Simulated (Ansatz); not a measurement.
A calculation with Ansatz (development build ahead of 0.2.0).

```yaml
crystal:
  periodic: [false, false, false]
  atoms:
    - { symbol: Cl, position_ang: [0.0, 0.0, -2.01754] }
    - { symbol: Mg, position_ang: [0.0, 0.0, 0.0] }
    - { symbol: Cl, position_ang: [0.0, 0.0, 2.01754] }
basis:
  gaussian: { orbitals: STO-3G }
hamiltonian:
  xc: hf
```

The input is written out in the form of the current development build from the run's settings.

The run gave:

```json
{"Converged": "yes", "Total energy": "-1106.50327 hartree", "Spin squared of the determinant": "0.000"}
```
